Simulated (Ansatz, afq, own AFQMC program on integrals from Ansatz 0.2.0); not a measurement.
Two steps: Ansatz 0.2.0 writes the Fock matrix and Cholesky factors of the valence space, and afq projects on them the lowest state that overlaps trial and start.

```yaml
crystal:
  periodic: [false, false, false]
  atoms:
    - {symbol: Al, position_ang: [0.000000, -0.062892, 0.570394]}
    - {symbol: C, position_ang: [0.000000, 0.112282, -1.257314]}
    - {symbol: H, position_ang: [0.000000, 0.809959, 1.892871]}
    - {symbol: H, position_ang: [0.000000, -0.464361, -2.179473]}
basis:
  gaussian: {orbitals: cc-pVDZ}
magnetization: {spin_polarized: false, initial_magnetization: 1}
correlation: {method: ccsd_t, electrons: outside_noble_gas, hamiltonian_folder: ham}
```

```sh
$ ansatz run in.yaml --threads 1 --pin off --events-out ev --progress --plain --max-ram 1382MiB
```

Options of the walk:

```
--method phaseless --trial cisd --walkers 60 --populations 1 --least-time 40 --time-step 0.005 --steps-per-block 50 --equilibration-blocks 28 --max-blocks 300 --target-error 0.00036 --factor-cut 1e-05 --start spin_pure --seed 4987 --release-times 0.24,0.51,0.99,1.62,2.4 --release-step 0.03 --release-every 4 --taylor-order 6
```

Times are imaginary, in 1/Eh. The walk had a cap of 1011 s.

Log:

```
orbitals 36  electrons 5 4  factors 269 of 401
reference energy -280.79283394 Eh
CCSD correlation -0.21445242 Eh in 16 cycles, weight of the determinant in the CISD state 0.8351
energy of the start -281.007286 Eh
 block  time / (1/Eh)  mean weight  energy / Eh
     1     0.250  0.9978  -281.004839
     2     0.500  1.0000  -281.004619
     3     0.750  1.0002  -281.007619
     4     1.000  1.0014  -281.008704
     5     1.250  0.9997  -281.009286
     9     2.250  0.9999  -281.016369
    33     8.250  1.0008  -281.013472
    65    16.250  0.9995  -281.037434
    97    24.250  1.0004  -281.015070
   129    32.250  0.9982  -281.018648
   137    34.250  1.0004  -281.037976
   161    40.250  0.9986  -281.014379
   193    48.250  0.9986  -281.014687
   225    56.250  1.0019  -281.013182
   257    64.250  0.9993  -281.017167
   289    72.250  0.9998  -281.009398
   321    80.250  1.0006  -281.018786
blocks merged  error / Eh  count
     1  0.000384  300
     2  0.000484  150
     4  0.000549  75
     8  0.000687  37
    16  0.000835  18
    32  0.000828  9
released: time / (1/Eh)  energy / Eh  error  mean overlap
  0.24  -281.018507  0.000641  0.9986
  0.51  -281.019043  0.000770  0.9962
  0.99  -281.020951  0.000688  0.9886
  1.62  -281.019493  0.000754  0.9931
  2.40  -281.019608  0.000740  0.9947
energy -281.018358 +/- 0.000835 Eh
(rows thinned)
```

The run passed its tests (sampling time, drift between the halves within three errors, error under three times the target), which doesn't prove that it has relaxed. The second half of the sampling lies above the first by 1.8 errors of their difference, so the energy may still be moving and its error bar be too small.

Against this walk (error 22.7 meV) on the same determinant: CCSD(T) 32.0 meV higher (within the noise), CCSDT(Q) 39.0 meV lower (within the noise). The error is statistical and leaves out the bias of the constraint. Released to 2.40 1/Eh the energy moves by -34 ± 30 meV (both errors), within twice the noise.

Cautions: constraint bias not in the error; error above the target (22.7 against 9.8 meV); higher spins were not checked; a spin-contaminated unrestricted determinant lies lower (UHF 981 meV lower, ⟨S²⟩ 1.54); strong correlation (T1 0.040, weight of the determinant 0.84, largest double 0.19); the bias of populations of 60 walkers isn't removed.

The walk took 11 min on 1 thread of Arm Neoverse N1 (shared host). The log's last line is the phaseless energy.

CCSDT and higher add their correlation energy to the determinant of the CCSD(T) run, since their own runs factorise the integrals more tightly (a shift of under 2 meV). A walk keeps the symmetry of its determinant, which the program's search chose and which needn't be the lowest solution, so a lower state of the same spin and another symmetry isn't excluded.
